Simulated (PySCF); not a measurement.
C5H8.
Numbering: `[CH2:1]=[C:2]1[CH2:3][CH2:4][CH2:5]1`

Geometry (PBE0-D3(BJ)/def2-SVP, Å), atoms numbered from 1 in this order:
```
atom  x, y, z in Å
C1     1.8499    0.7446   -0.1513
C2     0.6124    0.2581   -0.1482
C3    -0.7577    0.8714    0.0511
C4    -1.2981   -0.5503    0.3394
C5     0.0323   -1.1399   -0.1886
H6     2.7180    0.0870   -0.2535
H7     2.0380    1.8171   -0.0467
H8    -0.8553    1.6278    0.8455
H9    -1.1647    1.2990   -0.8806
H10   -1.4377   -0.7335    1.4144
H11   -2.2156   -0.8479   -0.1882
H12   -0.0544   -1.5275   -1.2176
H13    0.5328   -1.9060    0.4240
```

Probes without a nucleus sit at each ring's centroid and 1 Å off its mean plane on both sides; NICS is minus the shielding there, NICSzz its component along the normal. Level: GIAO B97-2/pcSseg-2 (PySCF, non-relativistic, gas phase) on the PBE0-D3(BJ)/def2-SVP geometry, one conformer.

Ring bond lengths (Å): C2–C3 1.514, C3–C4 1.548, C4–C5 1.548, C5–C2 1.514.

**Question.** Give the NICS values of each ring in ppm.

**Answer.** 
| ring | type | NICS(0) | NICS(1), two faces | NICS(1)zz, two faces | rms pucker (Å) | centre to ring atoms, mean (Å) |
| --- | --- | --- | --- | --- | --- | --- |
| C2–C3–C4–C5 | 4-membered carbocycle; formal bonds all single | 3.0 | -0.1 / -0.8 | 3.2 / 1.9 | 0.08 | 1.08 |

**Question.** What do they say, and how far can they be read as aromaticity?

**Answer.** 
- C2–C3–C4–C5: mean NICS(1)zz 2.6 ppm, near zero. C3, C4, C5 have four or more neighbours, so the value isn't read as a sign of a π ring current.

**Question.** Give the inner angles of the rings.

**Answer.** 
- C2–C3–C4–C5: C2 91.8°, C3 88.2°, C4 89.2°, C5 88.2°; sum 357.4° against 360° for a flat convex ring.

**Question.** What are the shieldings of the ring atoms and their hydrogens in the same run (means over atoms taken as equivalent)?

**Answer.** 
```csv
atoms,environment,σ isotropic (ppm)
C2,fully substituted alkene carbon,21.5
C3 (×2),allylic carbon,148.9
C4,four-membered-ring carbon,164.2
H8 (×4),methylene hydrogen,28.60
H10 (×2),methylene hydrogen,29.46
```

**Question.** How do the values depend on the level or the medium?

**Answer.** 
```
              level  NICS(0), C2–C3–C4–C5  mean NICS(1)zz, C2–C3–C4–C5
B97-2/pcSseg-2, gas                   3.0                          2.6
 PBE0/pcSseg-1, gas                   2.6                          2.2
```

The geometry is the same throughout.

Hardware: Intel Xeon Platinum 8488C, one thread, no GPU, shared host with 192 logical CPUs at a one-minute load of 99. Cost: 36 s wall, 1.1 GiB resident at most. This is the whole shielding run at B97-2/pcSseg-2, SCF included.
